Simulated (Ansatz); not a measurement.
# Al2P: the cost of one run

Method: def2-TZVPP, core rule «outside noble gas», up to 15 orbitals frozen; program: Ansatz 0.2.0, Gaussian basis.

The runs, in order: UHF; ROHF; CCSD(T) on UHF.

2 further runs of the same task are left out: 2 set aside as unsound or not needed.

### 1 The system

The geometry is a PBE0/def2-TZVP stationary point (not a proven minimum).

3 atoms, charge 0, spin multiplicity 2.

Atoms are counted from 1 here; the program's logs count them from 0.

Bond lengths: Al1–P2 2.200 Å, P2–Al3 2.200 Å. Angles: Al1–P2–Al3 180.0°.

### 2 UHF

The input, in.yaml:

```yaml
crystal:
  periodic: [false, false, false]
  atoms:
    - {symbol: Al, position_ang: [0.000000, 0.000000, 2.199700]}
    - {symbol: P, position_ang: [0.000000, 0.000000, 0.000000]}
    - {symbol: Al, position_ang: [0.000000, 0.000000, -2.199700]}
basis:
  gaussian: {orbitals: def2-TZVPP}
magnetization: {spin_polarized: true, initial_magnetization: 1}
hamiltonian: {xc: hf}
output: {orbitals: {seedname: orbitals}}
```

Started as:

```console
> ansatz run in.yaml --threads 1 --pin off --events-out ev --progress --plain --max-ram 2816MiB --backend cpu
```

Q: Estimate wall time and peak memory on 1 thread of AMD EPYC 7R13, shared host.

About 27 s, with a peak of 0.42 GiB.
